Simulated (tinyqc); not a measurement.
Worked calculation: UHF in the sto-3g basis, for CH2, spin multiplicity 3. One step of it, computed by the program tinyqc.

Problem. Orthogonalisation. S = U s U^T; canonical form X = U s^(-1/2), so that X^T S X = 1. Each column of U has its largest component positive (the first on a tie).

overlap S:
```
,1C 1s,1C 2s,1C 2px,1C 2py,1C 2pz,2H 1s,3H 1s
1C 1s,1.000000,0.248362,0.000000,0.000000,0.000000,0.022080,0.022080
1C 2s,0.248362,1.000000,0.000000,0.000000,0.000000,0.266603,0.266603
1C 2px,0.000000,0.000000,1.000000,0.000000,0.000000,0.000000,0.000000
1C 2py,0.000000,0.000000,0.000000,1.000000,0.000000,0.238669,-0.238669
1C 2pz,0.000000,0.000000,0.000000,0.000000,1.000000,0.174133,0.174133
2H 1s,0.022080,0.266603,0.000000,0.238669,0.174133,1.000000,0.049519
3H 1s,0.022080,0.266603,0.000000,-0.238669,0.174133,0.049519,1.000000
```

Give: eigenvalues of S; X.

Solution.

eigenvalues of S: 0.532  0.637  0.870  1.000  1.115  1.314  1.533

X:
```
,1,2,3,4,5,6,7
1C 1s,-0.420,0.000,0.699,0.000,-0.581,0.000,0.262
1C 2s,0.898,0.000,-0.323,0.000,-0.306,0.000,0.496
1C 2px,0.000,0.000,0.000,1.000,0.000,0.000,0.000
1C 2py,0.000,0.853,0.000,0.000,0.000,0.639,0.000
1C 2pz,0.441,0.000,0.660,0.000,0.619,0.000,0.244
2H 1s,-0.593,-0.649,-0.247,0.000,0.204,0.420,0.373
3H 1s,-0.593,0.649,-0.247,0.000,0.204,-0.420,0.373
```
